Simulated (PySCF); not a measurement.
**Basis-set dependence of SiF⁻ at PBE**

PySCF, UKS reference; triplet, unpaired electrons π ↑↑; De to Si + F⁻ without counterpoise correction.

```json
{"basis": "def2-SVPD", "relativity": "no relativity", "functions": "47", "Re (Å)": "1.795", "ωe (cm⁻¹)": "575", "De (eV)": "3.08", "μ (D)": "1.71"}
{"basis": "aug-cc-pVDZ-DK", "relativity": "spin-free X2C", "functions": "50", "Re (Å)": "1.769", "ωe (cm⁻¹)": "601", "De (eV)": "3.43", "μ (D)": "2.06"}
{"basis": "def2-TZVPPD", "relativity": "no relativity", "functions": "88", "Re (Å)": "1.731", "ωe (cm⁻¹)": "608", "De (eV)": "3.41", "μ (D)": "2.35"}
```

**Question.** How does each smaller set differ from the one with most functions, def2-TZVPPD?

**Answer.** def2-SVPD: +6.4 pm, -5.4 % in ωe, -0.33 eV in De; aug-cc-pVDZ-DK: +3.8 pm, -1.2 % in ωe, +0.02 eV in De. All at PBE; the set with most functions is neither the basis-set limit nor always the best. The rows treat relativity differently, so the differences are not basis effects alone.

A positive dipole points towards F; it is taken about the centre of mass and depends on that origin. For an ion De counts to the pair picked by the measured ionisation energies or electron affinities, which need not be the lowest pair at this level. The highest Kohn–Sham level is positive in some of these anions. Much of that is self-interaction error, but it also means that the finite basis helps to hold the extra electron. The state is the lowest determinant that a PBE0 search found; another state may lie lower at other levels.
